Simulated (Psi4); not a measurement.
Psi4 input (wB97X-D/6-311+G**):

```
memory 1500 MB

molecule {
1 2
Na   -0.00000000   -0.00000000   -1.70764300
Cl    0.00000000    0.00000000    1.10494547
symmetry c1
no_reorient
no_com
}

set {
  basis 6-311+G**
  reference uks
  scf_type pk
  dft_radial_points 99
  dft_spherical_points 590
  e_convergence 1e-8
  d_convergence 1e-7
  maxiter 150
}

e = energy('wb97x-d')
print_out(f'\nFINAL {e:.10f} DIPOLE {variable("CURRENT DIPOLE")[0]:.6f} {variable("CURRENT DIPOLE")[1]:.6f} {variable("CURRENT DIPOLE")[2]:.6f}\n')
```

**Question.** Predict the final energy.

**Answer.** -622.22965 Eh.
